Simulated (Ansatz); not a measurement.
# What each rung costs, and what it gives

Saddle point of CH₆SSi, closed shell (CH₄Si ([CH3][SiH]) + H₂S → CH₆SSi ([CH3][SiH2][SH]); bonds formed: Si1–H3; dative contacts that become bonds: Si1–S4; bonds broken: H3–S4), PBE0-D4/def2-TZVP structure:

Si1  (-0.767, -0.349, 0.533)
C2  (1.016, -0.934, 0.289)
H3  (-1.543, 0.207, -0.975)
S4  (-0.690, 1.355, -1.409)
H5  (-0.628, 0.761, 1.546)
H6  (1.129, -1.496, -0.641)
H7  (1.247, -1.625, 1.109)
H8  (1.745, -0.123, 0.312)
H9  (-1.508, 2.203, -0.765)
(Å)

Barriers are electronic and count from the start structure reached by relaxing down the imaginary mode.

Computed with Ansatz 0.2.0 (basis: as named in each row); correlated methods freeze the cores. B3LYP uses VWN-RPA correlation. Extrapolation: Hartree–Fock as exp(−7.88 √X), correlation as X^−2.97.

Times are rough, for one single point on 2 threads of a shared host (Arm Neoverse V2).

The estimate by CCSD(T) at an estimated basis limit (MP2 extrapolated from triple and quadruple zeta, plus CCSD(T) − MP2 in triple zeta) is 43.6 kJ/mol.

```json
{"method": "SPW92", "basis": "def2-TZVPP", "time (s)": "1", "barrier (kJ/mol)": "17.9", "method less estimate": "-25.7"}
{"method": "PBE-D4", "basis": "def2-TZVPP", "time (s)": "2", "barrier (kJ/mol)": "22.7", "method less estimate": "-20.8"}
{"method": "BLYP-D4", "basis": "def2-TZVPP", "time (s)": "2", "barrier (kJ/mol)": "26.8", "method less estimate": "-16.8"}
{"method": "BHLYP-D4", "basis": "def2-TZVPP", "time (s)": "2", "barrier (kJ/mol)": "50.9", "method less estimate": "7.3"}
{"method": "B3LYP-D4", "basis": "def2-TZVPP", "time (s)": "2", "barrier (kJ/mol)": "36.2", "method less estimate": "-7.4"}
{"method": "PBE0-D4", "basis": "def2-TZVPP", "time (s)": "2", "barrier (kJ/mol)": "34.9", "method less estimate": "-8.7"}
{"method": "CAM-B3LYP-D4", "basis": "def2-TZVPP", "time (s)": "2", "barrier (kJ/mol)": "45.0", "method less estimate": "1.4"}
{"method": "r2SCAN-D4", "basis": "def2-TZVPP", "time (s)": "4", "barrier (kJ/mol)": "25.7", "method less estimate": "-17.9"}
{"method": "RPA on PBE", "basis": "def2-TZVPP", "time (s)": "4", "barrier (kJ/mol)": "43.3", "method less estimate": "-0.3"}
{"method": "r2SCAN0-D4", "basis": "def2-TZVPP", "time (s)": "4", "barrier (kJ/mol)": "36.5", "method less estimate": "-7.1"}
{"method": "B2PLYP", "basis": "def2-TZVPP", "time (s)": "4", "barrier (kJ/mol)": "39.7", "method less estimate": "-3.9"}
{"method": "PBE-QIDH", "basis": "def2-TZVPP", "time (s)": "4", "barrier (kJ/mol)": "43.4", "method less estimate": "-0.1"}
{"method": "wB97X-V", "basis": "def2-TZVPP", "time (s)": "7", "barrier (kJ/mol)": "49.3", "method less estimate": "5.8"}
{"method": "wB97M-V", "basis": "def2-TZVPP", "time (s)": "8", "barrier (kJ/mol)": "48.0", "method less estimate": "4.4"}
{"method": "B97M-V", "basis": "def2-TZVPP", "time (s)": "8", "barrier (kJ/mol)": "31.2", "method less estimate": "-12.4"}
{"method": "MP2", "basis": "def2-QZVPP", "time (s)": "16", "barrier (kJ/mol)": "42.2", "method less estimate": "-1.4"}
{"method": "CCSD(T)", "basis": "def2-TZVPP", "time (s)": "37", "barrier (kJ/mol)": "44.4", "method less estimate": "0.8"}
```

All methods are single points on the PBE0-D4 structures.

T1 diagnostic: at most 0.016. The restricted Hartree–Fock reference is unstable towards an unrestricted one at one or more of these structures.

Losses and insertions of silylenes and their heavier kin drive the gas-phase chemistry of silicon and germanium vapour deposition.

Labels in which every atom is bracketed show which atoms are joined, not bond orders.
